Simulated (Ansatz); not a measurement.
`CC1=CCCO1` → `C1=COCC1` + `[CH2]` (triplet) at 298.15 K and 1 bar (formal loss of a carbene).

Isolated molecules relaxed with PBE0-D4/def2-TZVP in Ansatz; ΔE leaves out vibrations. CBS: MP2 limit from def2 TZ/QZ plus the TZ coupled-cluster correction, frozen cores. This one scheme is used for every species. Triplets are unrestricted, without spin–orbit coupling.

| species | CCSD(T)/CBS energy (Eh) | H − E (kJ/mol) | S (J/(mol·K)) |
| --- | --- | --- | --- |
| `CC1=CCCO1` | -270.22662 | 336.0 | 318.9 |
| `C1=COCC1` | -230.95628 | 259.1 | 288.1 |
| `[CH2]` (triplet) | -39.09499 | 55.4 | 195.3 |

H − E and S are ideal-gas, rigid-rotor, harmonic terms from PBE0-D4/def2-TZVP, for one conformer and one mirror image of each species, with the whole ground term of open shells counted as degenerate. 1 Eh = 2625.50 kJ/mol, R = 8.31446 J/(mol·K).

**Question.** By hand: ΔE, ΔH, ΔS and ΔG.

**Answer.** ΔE = (-230.95628) + (-39.09499) − (-270.22662) = 0.17535 Eh = 460.4 kJ/mol. Δ(H − E) = 259.1 + 55.4 − 336.0 = -21.5, so ΔH = 438.9 kJ/mol. ΔS = 288.1 + 195.3 − 318.9 = 164.5 J/(mol·K). ΔG = 438.9 − 298.15 × (164.5)/1000 = 389.9 kJ/mol.

**Question.** By hand: the equilibrium constant, and the temperature at which ΔG would vanish if ΔH and ΔS stayed fixed.

**Answer.** log₁₀ K = −ΔG/(RT ln 10) = -68.3. ΔG = 0 at ΔH/ΔS = 2668 K, far beyond where these terms or the molecules hold.

The number of gas molecules changes by +1, which sets the sign of ΔS. A doubt of 5 kJ/mol in ΔE shifts log₁₀ K by 0.9 here. Other conformers and mirror images would add mixing entropy, several J/(mol·K) or more a flexible species. A triplet takes part, so the spin changes. These are equilibria of isolated gas molecules and say nothing of rates. Largest T1 diagnostic: 0.012 (customary marks: 0.02 for closed shells, 0.045 for open ones).
